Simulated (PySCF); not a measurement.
Computed with PySCF with TPSSh-D3(BJ)/def2-TZVP // B3LYP-D3(BJ)/def2-TZVP. All species are isolated molecules in the gas phase. One relaxed conformer stands for a flexible species; it need not be the lowest. 

Reference species (SMILES): `C=C` (neutral, multiplicity 1).

```yaml
S1 oscillator strength: 0.000
HOMO: -7.20 eV
```

Changed species: `C=CN` (X = amino; the reference has X = H).

Predict the effect on the S1 oscillator strength and HOMO.

the S1 oscillator strength is nearly the same; the HOMO rises by 1.88 eV, to -5.32 eV.
